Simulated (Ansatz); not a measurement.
C₈H₁₈, SMILES `CCCCC(C)(C)C`. The species carries charge 0 and has multiplicity 1. All single points use the PBE0-D4/def2-TZVP geometry. It is one conformer, not always the lowest.

```xyz
26

C    -2.233    2.518   -0.773
C    -1.795    1.070   -0.646
C    -0.330    0.865   -1.005
C     0.159   -0.579   -0.868
C     0.898   -0.947    0.430
C     0.070   -0.603    1.665
C     1.159   -2.451    0.411
C     2.237   -0.218    0.500
H    -1.662    3.163   -0.099
H    -3.292    2.642   -0.532
H    -2.079    2.888   -1.790
H    -2.409    0.439   -1.299
H    -1.982    0.717    0.373
H     0.287    1.535   -0.395
H    -0.184    1.201   -2.038
H    -0.700   -1.253   -0.979
H     0.833   -0.818   -1.698
H    -0.111    0.471    1.743
H     0.594   -0.916    2.573
H    -0.899   -1.111    1.647
H     1.745   -2.737   -0.467
H     1.714   -2.764    1.300
H     0.221   -3.012    0.386
H     2.110    0.867    0.517
H     2.864   -0.468   -0.360
H     2.782   -0.498    1.406
```

What is the dipole moment at B3LYP/def2-TZVPP? (An estimate is asked.)

Ansatz gave: 0.05 D, zero by symmetry or nearly so.

Give the Mulliken charges with B3LYP, ωB97M-V, PBE in def2-TZVPP. (Best estimate.)

Ansatz gave: 
| atom | B3LYP | ωB97M-V | PBE |
| --- | --- | --- | --- |
| C1 | -0.26 | -0.32 | -0.26 |
| C2 | -0.08 | -0.13 | -0.08 |
| C3 | -0.10 | -0.21 | -0.10 |
| C4 | -0.16 | -0.21 | -0.14 |
| C5 | 0.28 | 0.00 | 0.27 |
| C6 | -0.31 | -0.35 | -0.29 |
| C7 | -0.30 | -0.32 | -0.28 |
| C8 | -0.30 | -0.31 | -0.28 |
| H9 | 0.07 | 0.10 | 0.07 |
| H10 | 0.08 | 0.10 | 0.08 |
| H11 | 0.07 | 0.10 | 0.07 |
| H12 | 0.05 | 0.09 | 0.05 |
| H13 | 0.06 | 0.09 | 0.06 |
| H14 | 0.05 | 0.10 | 0.04 |
| H15 | 0.06 | 0.10 | 0.06 |
| H16 | 0.05 | 0.10 | 0.05 |
| H17 | 0.06 | 0.11 | 0.06 |
| H18 | 0.08 | 0.11 | 0.07 |
| H19 | 0.08 | 0.11 | 0.07 |
| H20 | 0.08 | 0.12 | 0.07 |
| H21 | 0.08 | 0.11 | 0.07 |
| H22 | 0.08 | 0.11 | 0.07 |
| H23 | 0.08 | 0.11 | 0.07 |
| H24 | 0.08 | 0.11 | 0.07 |
| H25 | 0.07 | 0.11 | 0.07 |
| H26 | 0.08 | 0.11 | 0.07 |

B3LYP here is the variant with VWN-RPA as its local correlation; programs differ in this.
